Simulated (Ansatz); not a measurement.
BH2SF (SMILES FBS): methods side by side

BH2SF: 5 atoms, total charge 0, spin state singlet. SMILES: `FBS`. The shape is that of a PBE0-D4/def2-TZVP optimisation. This is one conformer, not always the lowest.

Quantity: the HOMO–LUMO gap, in eV. The values are calculated.

```
              level                    kind  program  value (eV)  CPU time
    SVWN5/def2-SVPD                     LDA   Ansatz        5.35       3 s
      PBE/def2-SVPD                     GGA   Ansatz        5.45     4.2 s
   revPBE/def2-SVPD                     GGA   Ansatz        5.50     4.2 s
   r2SCAN/def2-SVPD                meta-GGA   Ansatz        6.12     9.1 s
    B3LYP/def2-SVPD           global hybrid   Ansatz        7.15       5 s
  r2SCAN0/def2-SVPD         hybrid meta-GGA   Ansatz        8.06     8.5 s
CAM-B3LYP/def2-SVPD  range-separated hybrid   Ansatz       10.06     5.3 s
  wB97M-V/def2-SVPD  range-separated hybrid   Ansatz       11.70      39 s
```

The values span 5.35 to 11.70 eV. Orbital gaps aren't excitation energies; they tend to grow with the share of exact exchange. CPU times are rough (shared hosts, several kinds of processor and program).
